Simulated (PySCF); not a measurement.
# BH7P2: the cost of one run

The runs use PySCF 2.14.0, with density-fitted response routines of our own; the level of theory stands in each step. All values are computed, except where a source is named. Atoms count from 0, in the outputs and in this text.

## 1. Starting geometry

10 atoms, charge 0, multiplicity 1; geometry from: GFN2-xTB. The atoms were then displaced at random by about 0.01 Å, so the start is not that level's minimum.

Bonds of the start (Å): P0–B1 1.99, B1–P2 1.93, P0–H3 1.38, P0–H4 1.41, B1–H5 1.18, B1–H6 1.19, P2–H7 1.36, P2–H8 1.38, P2–H9 1.40.

## 2. Geometry optimisation at PBE0-D3(BJ)/def2-SVP

The job: settings as JSON, then the geometry in Å.

```
{"job": {"xc": "PBE0", "basis": "def2-SVP", "d3": "d3bj", "grid": 1, "shake": 0.01, "kind": "geom"}, "charge": 0, "multiplicity": 1}
P      1.534730     0.636040     0.588560
B      0.306860    -0.769120    -0.104860
P     -1.311140     0.027930     0.589970
H      2.755650     0.105940     0.209570
H      1.476500     1.475580    -0.545990
H      0.228740    -0.842880    -1.283550
H      0.476950    -1.789420     0.481750
H     -2.576530    -0.440320     0.459230
H     -1.540590     1.342450     0.240810
H     -1.300730     0.232880     1.972220
```

Launch:

```bash
> OMP_NUM_THREADS=1 python probes_run.py task.json out
```

This one command runs all jobs of the session in turn.

Q: Estimate the wall time and peak memory of this first job on 1 thread of Arm Neoverse V1, shared host.

About 16 s, with a peak of 0.37 GiB.
